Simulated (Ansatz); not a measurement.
# C4H8O: the cost of one run

Computed with Ansatz 0.2.0 (the levels named in each step, unless a step's input says otherwise).

## (1) The structure to begin with

Bond lengths: C1–C2 1.527 Å, C2–C3 1.529 Å, C3–O4 1.416 Å, C1–C5 1.529 Å, O4–C5 1.421 Å, C1–H6 1.091 Å, C1–H7 1.087 Å, C2–H8 1.091 Å, C2–H9 1.087 Å, C3–H10 1.099 Å, C3–H11 1.093 Å, C5–H12 1.099 Å, C5–H13 1.093 Å. Angles (14 of 25 angles, heavy atoms first): C1–C2–C3 101.3°, C2–C1–C5 101.3°, C2–C3–O4 106.9°, C3–O4–C5 109.8°, C1–C5–O4 106.7°, C1–C2–H8 110.2°, C1–C2–H9 113.4°, C3–C2–H8 110.3°, C3–C2–H9 112.3°, C2–C1–H6 110.2°, C2–C1–H7 113.4°, C5–C1–H6 110.3°, C5–C1–H7 112.3°, C2–C3–H10 110.8°.

Structure file:

```xyz
13

C    -1.0476    0.4118   -0.6282
C    -0.8245   -0.9890   -0.0635
C     0.6932   -1.0008    0.1188
O     1.0845    0.3312    0.3986
C     0.0028    1.2154    0.1384
H    -0.8298    0.4262   -1.6967
H    -2.0546    0.7881   -0.4652
H    -1.3224   -1.0897    0.9015
H    -1.1667   -1.7811   -0.7249
H     1.1936   -1.3311   -0.8025
H     1.0229   -1.6403    0.9421
H    -0.4031    1.5747    1.0946
H     0.3823    2.0735   -0.4229
```

## (2) A rough first relaxation, PBE-D4/def2-SVP

input.yaml

```yaml
crystal:
  periodic: [false, false, false]
  atoms:
    - { symbol: C, position_ang: [-1.04765, 0.41184, -0.62822] }
    - { symbol: C, position_ang: [-0.82447, -0.98897, -0.06345] }
    - { symbol: C, position_ang: [0.69322, -1.00082, 0.11876] }
    - { symbol: O, position_ang: [1.08453, 0.3312, 0.39863] }
    - { symbol: C, position_ang: [0.00276, 1.21538, 0.13838] }
    - { symbol: H, position_ang: [-0.82982, 0.42621, -1.69669] }
    - { symbol: H, position_ang: [-2.05464, 0.78807, -0.46523] }
    - { symbol: H, position_ang: [-1.32242, -1.0897, 0.90154] }
    - { symbol: H, position_ang: [-1.16667, -1.78113, -0.72489] }
    - { symbol: H, position_ang: [1.19357, -1.33105, -0.80252] }
    - { symbol: H, position_ang: [1.02291, -1.64032, 0.94207] }
    - { symbol: H, position_ang: [-0.40311, 1.57473, 1.09456] }
    - { symbol: H, position_ang: [0.38231, 2.07352, -0.4229] }
basis:
  gaussian: { orbitals: def2-SVP }
hamiltonian:
  xc: pbe
  dispersion: d4
relax:
  f_tol: 0.03
  max_steps: 200
```

Command:

```bash
> ansatz run input.yaml --threads 4 --pin off --max-ram 10240MiB --backend cpu --events-out ev --progress --plain --runs-dir out
```

What time and memory should one allow on 4 threads of Intel Xeon 6975P-C (Granite Rapids), shared host?

About 2.9 s, with a peak of 0.16 GiB.
